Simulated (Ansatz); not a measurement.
in.yaml

```yaml
crystal:
  periodic: [false, false, false]
  atoms:
    - {symbol: As, position_ang: [0.000000, 0.000000, 0.000000]}
    - {symbol: H, position_ang: [0.000000, 0.000000, 1.529400]}
basis:
  gaussian: {orbitals: aug-cc-pVDZ}
magnetization: {spin_polarized: true, initial_magnetization: 2}
hamiltonian: {xc: {name: B2PLYP}}
correlation: {electrons: outside_noble_gas}
```

```sh
$ ansatz run in.yaml --threads 1 --pin off --events-out ev --progress --plain --max-ram 2393MiB
```

Log:

```
509 factors; integrals over basis functions are off by at most 1.1e-3 eV
mean field evaluation 1: about -60843.0864 eV, gradient 3.4e0 eV
mean field evaluation 2: about -60843.0859 eV, gradient 3.4e0 eV
mean field evaluation 4: about -60843.2132 eV, gradient 3.6e-1 eV
mean field evaluation 8: about -60843.2148 eV, gradient 9.0e-3 eV
mean field evaluation 16: about -60843.2148 eV, gradient 1.5e-6 eV
mean field -60843.21484979 eV, -2235.9469047175 hartree, gradient 1.5e-6 eV, S^2 2.007441; 0 other end points of the search recorded, 0 dependent functions left out
14 core orbitals not correlated: weight in the atoms' cores, before any rotation towards them, 1.000 or more for the frozen orbitals, at most 0.000 for the correlated occupied ones
reference -60843.21498283 eV, -2235.9469096065 hartree; 4, 2 occupied and 27, 29 virtual orbitals, 509 factors
second order -2.68417812 eV of doubles, -0.00000000 eV of singles
Total energy: -60843.93971092 eV, -2235.9735428727 hartree
```

Ran on 1 thread of Arm Neoverse V2, shared host: 1.2 s wall, 0.1 GiB peak host memory.
